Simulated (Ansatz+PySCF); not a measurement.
doublet CH: levels of theory in one basis

```xyz
2

C     0.0000    0.0000    0.1501
H     0.0000    0.0000   -0.9505
```

Basis set: cc-pVTZ (spherical functions). Correlated methods keep 1 orbital frozen. Correlation on ROHF uses semicanonical orbitals with singles. Charge 0, multiplicity 2.

Computed with Ansatz (development build ahead of 0.2.0) and PySCF 2.14.0; each method stands on the lowest determinant of its kind that the runs found.

| method | E − E(ROHF) (eV) | <S²> of the determinant |
| --- | --- | --- |
| ROHF | 0.00 | 0.75 |
| UHF | -0.22 | 1.11 |
| UHF-MP2 | -2.74 | 1.11 |
| UHF-CCSD | -3.52 | 1.11 |
| ROHF-CCSD(T) | -3.62 | – |
| UHF-CCSD(T) | -3.61 | 1.11 |

Task: What does ROHF-MP2 give on the same scale?

Result: -2.88 eV.

The restricted and unrestricted rows may stand on different electronic states: another unrestricted solution lies nearer the restricted one.

Caution for UHF, UHF-MP2, UHF-CCSD, UHF-CCSD(T): the unrestricted determinant is spin contaminated; the determinant breaks the point group. Caution for UHF-MP2: another reference gives a lower total.
